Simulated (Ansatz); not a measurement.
Energy needed to pull apart SiH2S (SMILES [SiH]S), closed shell, into free ground-state atoms, from the structure below (displaced at random from its PBE0-D4/def2-TZVP minimum); no zero-point or spin–orbit terms; open-shell atoms are treated unrestricted, in their ground-state multiplicity.

Si1  (-0.253, -1.083, 0.192)
S2  (0.190, 0.956, -0.200)
H3  (1.003, -1.167, 0.951)
H4  (-0.850, 1.248, -0.924)
(Å)

Computed with Ansatz 0.2.0 (basis: def2-TZVPP); correlated methods freeze the cores.

```
   method  atomization energy (eV)
   PBE-D4                    11.05
r2SCAN-D4                    10.95
  PBE0-D4                    10.85
  wB97M-V                        ?
       HF                        ?
      MP2                    10.56
     CCSD                    10.40
  CCSD(T)                    10.60
```

Task: What does HF give? (An estimate is asked for; the value comes from the calculation.)

Result: The calculation gives: 7.56 eV, which is about 3.05 eV less than CCSD(T)/def2-TZVPP.

Task: What does wB97M-V give? (To be estimated.)

Result: The calculation gives: 11.15 eV, which is about 0.55 eV more than CCSD(T)/def2-TZVPP.

In triple zeta the MP2 and coupled-cluster atomization energies are still short of their basis limit by a few kcal/mol a bond, whereas those of the functionals are nearly converged, so these differences are not deviations from converged CCSD(T).

No T1 diagnostic of these runs exceeds 0.017. The restricted Hartree–Fock reference is unstable towards an unrestricted one here.

For scale, one of the runs: CCSD(T)/def2-TZVPP forces, 112 basis functions (an equivalent command: `ansatz run in.yaml --threads 2`). Hardware: 2 CPU threads, shared host. Wall time about 18 s.
